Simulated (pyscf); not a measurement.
Optimised with ωB97X-D3(BJ)/def2-SVP in PySCF. Correlated levels are frozen-core, on RHF or UHF. ΔMP2 is the change of the MP2 total energy from the triple- to the quadruple-zeta basis.

**Question.** Estimate by transition-state theory the rate constant of H₂N–SiH₃ + H₂B–Cl -> H₂B–NH–SiH₃ + HCl (singlet surface; H–N, B–Cl broken, B–N, Cl–H formed) at 1200 K, with CCSD(T)/def2-TZVPP + ΔMP2(QZVPP) energies (ideal gas, 1 atm, RRHO with modes under 100 cm⁻¹ raised to 100, one conformer, R ln 2 for chiral ones without a mode under 150 cm⁻¹; no tunnelling).

**Answer.** The electronic barrier is 4.7 kcal/mol and the thermal terms add +45.3, so ΔG‡ = 50.0 kcal/mol. With k_BT/h = 2.50e+13 s⁻¹ and RT = 2.385 kcal/mol, and a volume of 1.64e-19 cm³ per molecule at 1 atm, k = 3.1e-15 cm³ molecule⁻¹ s⁻¹. Wigner's tunnelling factor for 1133i cm⁻¹ would be 1.08. A shift of 1 kcal/mol in the barrier changes k by a factor 1.5. On the reactant side the descent ends in an adduct with a B–N contact (not fully relaxed), 26.8 kcal/mol under the separated species and 30.0 kcal/mol under the saddle at ωB97X-D3(BJ)/def2-TZVP. What is counted as formed (B–N) is already present as a longer contact in the reactant adduct; forming that adduct is a step of its own. This is the saddle that the search found; another between the same sides may lie lower. The CCSD(T) − MP2 part came from Ansatz, without density fitting, on the same reference.
